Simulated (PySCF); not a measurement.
**TDDFT excited states: C5H11F**

Species: C5H11F.
Z-matrix (Å and degrees, PBE0-D3(BJ)/def2-SVP geometry), rows numbered from 1:
```
C 
C   1  1.5247
C   2  1.5253  1  111.16
C   2  1.5277  1  110.13  3   125.12
C   4  1.5112  2  115.52  1   175.85
F   4  1.3885  2  108.68  1   -62.22
H   1  1.1005  2  110.34  3   -62.73
H   1  1.1003  2  111.22  3    57.23
H   1  1.1013  2  111.46  3   177.66
H   2  1.1056  1  108.37  3  -119.38
H   3  1.1003  2  110.73  1   -53.24
H   3  1.0999  2  112.34  1  -173.38
H   3  1.1008  2  110.27  1    66.12
H   4  1.1059  2  108.21  1    52.94
H   5  1.0993  4  110.98  2    63.69
H   5  1.1002  4  110.64  2   -56.85
H   5  1.0992  4  110.21  2  -176.72
```

The calculation used TDDFT CAM-B3LYP/def2-SVPD, vertical, gas phase, core orbitals frozen in the response in PySCF 2.14.0, density-fitted response routines.

```csv
state,E (eV),E (kJ/mol),λ (nm),f,"main configurations (H = HOMO, L = LUMO)"
S1,8.67,836,143.0,0.018,H→L (92%)
S2,8.92,861,139.0,0.014,H-1→L (90%)
S3,9.19,887,134.9,0.0020,H-2→L (86%)
S4,9.47,914,130.9,0.016,"H-3→L (44%), H→L+2 (16%), H→L+1 (10%)"
S5,9.52,918,130.3,0.042,H→L+1 (64%)
S6,9.58,924,129.5,0.042,"H→L+2 (68%), H→L+1 (9%)"
S7,9.75,941,127.2,0.036,"H-1→L+1 (67%), H-1→L+2 (13%)"
S8,9.75,941,127.1,0.062,"H→L+3 (66%), H-1→L+1 (12%)"
S9,9.82,948,126.2,0.0076,"H-1→L+2 (50%), H-1→L+3 (14%), H-1→L+5 (9%)"
S10,9.98,963,124.2,0.019,"H-2→L+2 (64%), H-1→L+3 (10%)"
```

Triplets (Tamm–Dancoff): T1 8.41 eV, H→L (81%); T2 8.69 eV, H-1→L (77%); T3 8.87 eV, H-2→L (73%), H-2→L+3 (8%); T4 9.18 eV, H-3→L (32%), H→L+2 (22%).

The lowest singlet lies at 8.67 eV (143 nm, vacuum ultraviolet) and is weak; its leading configuration is HOMO→LUMO (92%). The strongest level in the table is S8 at 9.75 eV (127 nm, f = 0.062). S7/S8 lie within about 0.01 eV of each other. Löwdin shares by element: HOMO carbon 49% or more, fluorine 18% (atoms not listed hold the other 33%); LUMO carbon 33% or more, hydrogen 8% or more (atoms not listed hold the other 58%). The oscillator strengths of these states sum to 0.259; summed over the whole spectrum of an exact calculation they would give the number of electrons, 50 (Thomas–Reiche–Kuhn). Orbital energies (eV): HOMO-3 -11.33, HOMO-2 -10.90, HOMO-1 -10.59, HOMO -10.33, LUMO 1.29, LUMO+1 1.93, LUMO+2 2.06. Of the 10 states listed, 8 reach f = 0.01 and none stays under 0.0005. All these states lie below the vertical ionisation energy of 11.16 eV (ΔSCF). Singlets were solved by full linear response, triplets in the Tamm–Dancoff approximation.

One conformer stands for the species.
